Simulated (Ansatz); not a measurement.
## Match the barriers

Saddle point of SiNH6O, doublet (SiH₄O ([OH][SiH3]) + NH₂ → SiH₃O ([O][SiH3]) + NH₃; bonds formed: H1–N4; bonds broken: H1–O2), PBE0-D4/def2-TZVP structure:

```
9
angstrom
H 0.6021 -0.7908 0.9568
O 1.1459 -0.0051 0.1035
Si 0.2809 0.8663 -0.9849
N -0.3292 -1.2471 1.4178
H -0.6524 1.8291 -0.3311
H 1.2712 1.6237 -1.7968
H -0.5321 0.0014 -1.8887
H -0.8610 -1.7560 0.7164
H -0.9254 -0.5216 1.8071
```

Ansatz 0.2.0; basis: def2-TZVPP, with def2-QZVPP for the basis limit; cores frozen in the correlated methods; orbitals are unrestricted. Extrapolation: Hartree–Fock as exp(−7.88 √X), correlation as X^−2.97. Four methods, as single points on the PBE0-D4 structures, gave these electronic barriers from the start structure: 2.54, 7.81, 23.57, 37.26 kcal/mol.

(1) The methods were, in alphabetical order, HF, MP2, PBE-D4, r2SCAN-D4. Which gave which? (A judgement: the text doesn't fix the answer.)

The T1 diagnostic stays at or below 0.036. ⟨S²⟩ of the unrestricted Hartree–Fock references: 0.76 to 0.79 (a pure state has 0.75).

## Answers

(1) The calculation gives: PBE-D4 2.54; r2SCAN-D4 7.81; MP2 23.57; HF 37.26 kcal/mol. For comparison, CCSD(T) at an estimated basis limit (MP2 extrapolated from triple and quadruple zeta, plus CCSD(T) − MP2 in triple zeta) gives 18.58 kcal/mol.

Radical steps of this kind take place in plasma deposition and etching.

Labels in which every atom is bracketed show which atoms are joined, not bond orders.

For scale, one of the runs: CCSD(T)/def2-TZVPP, 188 basis functions, launched by `ansatz run in.yaml --threads 4 --pin off --events-out ev --progress --plain --max-ram 9574MiB`. Time: 3.9 min of wall clock on 4 CPU threads of an AMD EPYC; the host was shared. Peak host memory: 5.1 GiB.
